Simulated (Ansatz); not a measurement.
Geometry optimisation, RKS PBE-D4/def2-SVP in Ansatz.

input.yaml

```yaml
crystal:
  periodic: [false, false, false]
  atoms:
    - { symbol: B, position_ang: [0.0, 0.0, 0.0] }
    - { symbol: O, position_ang: [0.0, 0.0, 1.76] }
    - { symbol: H, position_ang: [-0.9095, -0.2814, 2.0971] }
    - { symbol: H, position_ang: [1.0305, 0.0, -0.595] }
    - { symbol: H, position_ang: [-1.0305, 0.0, -0.595] }
    - { symbol: H, position_ang: [0.0668, 1.4124, 0.4698] }
    - { symbol: H, position_ang: [0.0544, 1.1498, 1.3187] }
basis:
  gaussian: { orbitals: def2-SVP }
hamiltonian:
  xc: pbe
  dispersion: d4
relax:
  f_tol: 0.15
  max_steps: 25
  restrain:
    - { distance: [0, 5], at: 2.39, k: 30.0 }
    - { distance: [6, 1], at: 2.21, k: 30.0 }
    - { distance: [0, 1], at: 1.41, k: 30.0 }
    - { distance: [6, 5], at: 0.66, k: 30.0 }
```

Launched with:

```bash
$ ansatz run input.yaml --threads 1 --pin off --max-ram 2048MiB --backend cpu --events-out ev --progress --plain --runs-dir out
```

Question: Where does it end, and by what steps?

Answer: The forces met the threshold. The restraints hold the end off the free minimum. After 8 steps the energy has fallen by 2.395 eV (the restraints' own energy left out); H6 moved furthest, 0.74 Å.

```tsv
step	energy less start (eV)	largest force component (eV/Å)	accepted
0	0.0000	3.335	yes
1	-0.2926	3.583	yes
2	-1.1305	3.145	yes
3	-1.9273	2.380	yes
4	-2.3235	0.798	yes
5	-2.3715	0.781	yes
6	-2.1573	2.097	no
7	-2.4024	1.209	yes
8	-2.3950	1.355	yes
```

```xyz
7
Properties=species:S:1:pos:R:3
B -0.056 -0.219 0.180
O -0.021 -0.491 1.536
H -0.911 -0.544 1.925
H 1.017 -0.152 -0.376
H -1.116 -0.131 -0.424
H 0.115 2.144 0.535
H 0.183 1.674 1.080
```

Run time: 9.8 s on 1 thread of Arm Neoverse V1 (shared host), peak memory 0.1 GiB.
